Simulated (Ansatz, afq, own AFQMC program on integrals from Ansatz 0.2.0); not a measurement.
Where AFQMC and coupled cluster stand for H₂O⁻, doublet

```xyz
3

O     0.0000   -0.0691    0.0000
H     0.0000    0.5483    0.7576
H     0.0000    0.5483   -0.7576
```

Basis aug-cc-pVDZ. Noble-gas cores (and the filled d shells of Ga–Kr and In–Xe) are frozen. Integrals, coupled cluster, full CI and functionals: Ansatz 0.2.0; the random walks run on the same integrals in our own AFQMC program. ph-AFQMC/CISD is guided by a CISD state made of CCSD amplitudes; releasing the constraint for a short imaginary time cuts its bias at the price of noise, slowly where states lie close. Error bars are statistical, one sigma.

Determinant: UHF, the one that the program's search chose, which needn't be the lowest solution. The geometry is a point of a scan.

No full CI on the walks' own integrals is used here; CCSDT(Q) serves as the reference and is uncertain by about the last step of the cluster series.

```
T1 diagnostic                               : 0.0189
weight of the determinant in the CISD state : 0.927
⟨S²⟩ of the determinant                     : 0.750
size of the correlated space                : 9 electrons in 40 orbitals
```

| level | correlation energy (eV) |
| --- | --- |
| MP2 | -6.1982 |
| CCSD | -6.4111 |
| CCSD(T) | -6.5807 |

Estimate where phaseless AFQMC with a CISD trial lies against CCSD(T) on the same integrals.

2.6 ± 1.0 kJ/mol below CCSD(T).

Reference: CCSDT(Q), correlation energy -6.604 eV. The released energy is read at 2.40 1/Eh (meV from the phaseless value at times in 1/Eh: 8 ± 11 at 0.24, 16 ± 11 at 0.51, -1 ± 12 at 0.99, 3 ± 10 at 1.62, 16 ± 13 at 2.40).

```json
{"level": "CCSD(T)", "E − E(reference) (kJ/mol)": "2.3", "share of correlation (%)": "99.64"}
{"level": "CCSDT", "E − E(reference) (kJ/mol)": "1.5", "share of correlation (%)": "99.76"}
{"level": "ph-AFQMC/HF", "E − E(reference) (kJ/mol)": "-4.7 ± 6.8", "share of correlation (%)": "100.74"}
{"level": "ph-AFQMC/CISD", "E − E(reference) (kJ/mol)": "-0.3 ± 1.0", "share of correlation (%)": "100.05"}
{"level": "released AFQMC", "E − E(reference) (kJ/mol)": "1.3 ± 1.3", "share of correlation (%)": "99.80"}
```

A walk keeps the symmetry of its determinant, which the program's search chose and which needn't be the lowest solution, so a lower state of the same spin and another symmetry isn't excluded. Released energies are given only where the last usable release times agree within the noise; a slower fall can still hide under it.
